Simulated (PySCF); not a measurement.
A species of formula C4H8S2 has this rotational fingerprint, computed with CAM-B3LYP/def2-SVPD in PySCF (dipole) on a GFN2-xTB geometry, gas phase:

- Rotational constants: A = 3305, B = 2348, C = 1519 MHz
- Dipole components: |μa| = 0.00 D, |μb| = 1.88 D, |μc| = 1.37 D
- Inertial defect: -35.40 u·Å²
- κ: -0.07

**Question.** Which structure is it? (One computed conformer of each.)
A. `[CH3:1][CH:2]1[S:3][CH2:4][CH2:5][S:6]1` with C1–C2–S3–C4 88°, C2–S3–C4–C5 50°, S3–C4–C5–S6 -47°, C4–C5–S6–C2 21° (2-methyl-1,3-dithiolane)
B. `[CH2:1]1[CH2:2][CH2:3][S:4][S:5][CH2:6]1` with C6–C1–C2–C3 65°, C1–C2–C3–S4 -67°, C2–C3–S4–S5 65°, C3–S4–S5–C6 -60° (dithiane)
C. `[CH2:1]1[CH2:2][S:3][CH2:4][S:5][CH2:6]1` with C6–C1–C2–S3 -69°, C1–C2–S3–C4 61°, C2–S3–C4–S5 -63°, S3–C4–S5–C6 63° (1,3-dithiane)
D. `[CH2:1]=[CH:2][S:3][CH2:4][S:5][CH3:6]` with C1–C2–S3–C4 171°, C2–S3–C4–S5 65°, S3–C4–S5–C6 68°

**Answer.** C. It is C1CSCSC1, an asymmetric top, point group Cs. The candidates at the same level (rigid rotor, commonest isotopes):

| SMILES | A (MHz) | B (MHz) | C (MHz) | μa (D) | μb (D) | μc (D) | Δ (u·Å²) | point group | rotor |
| --- | --- | --- | --- | --- | --- | --- | --- | --- | --- |
| C=CSCSC | 4383 | 1239 | 1166 | 0.62 | 0.40 | 0.05 | -89.65 | C1 | near-prolate asymmetric top |
| C1CSCSC1 | 3305 | 2348 | 1519 | 0.00 | 1.88 | 1.37 | -35.40 | Cs | asymmetric top |
| CC1SCCS1 | 2832 | 2642 | 1667 | 0.14 | 0.62 | 1.11 | -66.63 | C1 | asymmetric top |
| C1CCSSC1 | 3009 | 2695 | 1603 | 2.82 | 0.00 | 0.00 | -40.28 | C2 | asymmetric top |

`C1CCSSC1` has B 15 % too high; `C=CSCSC` has B 47 % too low; `CC1SCCS1` has A 14 % too low. In the right answer the mirror of this Cs structure is the bc plane, so μa vanishes by symmetry. No structure here is proved a minimum.
